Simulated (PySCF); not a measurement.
Species: dichlorosilane, Cl2H2Si.
Bonds: Cl1–Si2, Si2–Cl3. Hydrogens: H4, H5 on Si2.

The same species was optimised twice, with GFN2-xTB and with PBE0-D3(BJ)/def2-SVP (PySCF), and the same property calculations (PySCF, gas phase) were run on both structures.

```csv
coordinate,GFN2-xTB,PBE0-D3(BJ)/def2-SVP,change
Cl1–Si2 (Å),2.009,2.056,+0.047
Si2–Cl3 (Å),2.009,2.055,+0.046
Si2–H4 (Å),1.455,1.483,+0.028
Si2–H5 (Å),1.455,1.483,+0.028
Cl1–Si2–Cl3 (°),109.6,109.9,+0.3
Cl3–Si2–H4 (°),108.7,108.6,-0.1
Cl3–Si2–H5 (°),108.7,108.6,-0.1
Cl1–Si2–H4 (°),108.7,108.6,-0.1
H4–Si2–H5 (°),112.5,112.5,0.0
Cl1–Si2–H5 (°),108.7,108.7,0.0
```

Rotational constants: A = 14426, B = 2638, C = 2290 MHz (GFN2-xTB) against A = 13874, B = 2515, C = 2186 MHz (PBE0-D3(BJ)/def2-SVP). Point groups within 0.08 Å: C2v and C2v.

On the GFN2-xTB structure: HOMO (eV) -9.20 [PBE0/pcSseg-1]; LUMO (eV) 0.18 [PBE0/pcSseg-1]; dipole (D) 1.43 [PBE0/pcSseg-1]; GIAO shielding of Cl1/Cl3 (mean) (ppm) 918.5 [PBE0/pcSseg-1]; GIAO shielding of Si2 (ppm) 353.7 [PBE0/pcSseg-1].

Task: What do these properties become on the PBE0-D3(BJ)/def2-SVP structure?

Result: 
```
                                    property          level  on GFN2-xTB  on PBE0-D3(BJ)/def2-SVP  change
                                   HOMO (eV)  PBE0/pcSseg-1        -9.20                    -9.22   -0.02
                                   LUMO (eV)  PBE0/pcSseg-1         0.18                    -0.06   -0.24
                                  dipole (D)  PBE0/pcSseg-1         1.43                     1.62   +0.19
energy, GFN2-xTB geometry as zero (kcal/mol)  PBE0/pcSseg-1          0.0                     -1.2    -1.2
      GIAO shielding of Cl1/Cl3 (mean) (ppm)  PBE0/pcSseg-1        918.5                    901.5   -17.0
                 GIAO shielding of Si2 (ppm)  PBE0/pcSseg-1        353.7                    344.9    -8.8
```

The heavy atoms differ by 0.034 Å rms after alignment. Among all bonds Cl1–Si2 and Si2–Cl3 change most and about equally (+0.046 to +0.047 Å). Changes are differences of the printed values. Neither structure is proved a minimum here.
